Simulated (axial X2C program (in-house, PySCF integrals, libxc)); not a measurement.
O or C: which binds elements of chip processing more strongly?

All values come from calculations with an in-house all-electron X2C program for linear molecules (integrals from PySCF), spin-free (one-electron X2C) or two-component (2c: spin–orbit coupling with atomic mean-field Coulomb and Gaunt terms, which also bring small scalar terms), in Dyall basis sets with cores contracted in-house; open shells are unrestricted.

Level PBE0, 2c. Dyall triple-zeta sets: BO v3z/av3z; BC v3z/v3z; AlO v3z/av3z; AlC v3z/v3z; SiO v3z/av3z; SiC v3z/v3z; PO v3z/av3z; PC v3z/v3z.

Diatomic bonds are a first guide to the radicals met in plasma etching, cleaning and deposition, though surfaces and higher halides or oxides behave in their own way.

```json
{"element M": "B", "state of MO": "Ω = 1/2", "Re MO (Å)": "1.200", "D0 MO (eV)": "8.33", "state of MC": "Ω = 3/2", "Re MC (Å)": "1.478", "D0 MC (eV)": "4.63"}
{"element M": "Al", "state of MO": "Ω = 1/2", "Re MO (Å)": "1.629", "D0 MO (eV)": "4.90", "state of MC": "Ω = 3/2", "Re MC (Å)": "1.972", "D0 MC (eV)": "3.47"}
{"element M": "Si", "state of MO": "Ω = 0", "Re MO (Å)": "1.516", "D0 MO (eV)": "7.69", "state of MC": "Ω = 2", "Re MC (Å)": "1.718", "D0 MC (eV)": "4.22"}
{"element M": "P", "state of MO": "Ω = 1/2", "Re MO (Å)": "1.483", "D0 MO (eV)": "5.74", "state of MC": "Ω = 1/2", "Re MC (Å)": "1.555", "D0 MC (eV)": "5.16"}
```

Work out the energy at 0 K of MO + C → MC + O for each element.

ΔE = D0(MO) − D0(MC) at PBE0, 2c: B 3.70, Al 1.43, Si 3.47, P 0.58 eV (negative: the exchange gives off energy).

For which element is the exchange to C most and for which least favourable, and what is the energy of PO + BC → PC + BO?

P most (0.58 eV), B least (3.70 eV). The atoms cancel in the double exchange: ΔE = 0.58 − (3.70) = -3.12 eV, a figure less sensitive to errors in the atoms than D0 itself.

Each entry is the lowest single determinant of a limited PBE0 search at one distance. D0 = De minus the zero-point energy; De goes to single-determinant-based atoms at the same level (for ions the charge split of lowest energy) and is withheld (n/a) where an atom does not fit its ground term or J level. Main or longest-lived isotopes. One determinant is a doubtful description, or other states lie close, for BC, AlC, SiC, PC; these need not be ground states, and all values refer to the states named. Some open-shell Ω = 0 determinants are out of reach, so the Ω given for SiC need not be the lowest component. With several unpaired electrons the Ω given is that of one determinant, not necessarily of the lowest component. Some light 2c atoms are not at their ground J level, so De misses part of their lowering (0.04 eV or less). The functionals have no current term, which raises determinants with orbital currents. These D0 were not checked against measured values; triple-zeta sets, frozen cores and single determinants leave errors of some tenths of an eV, more for transition metals.
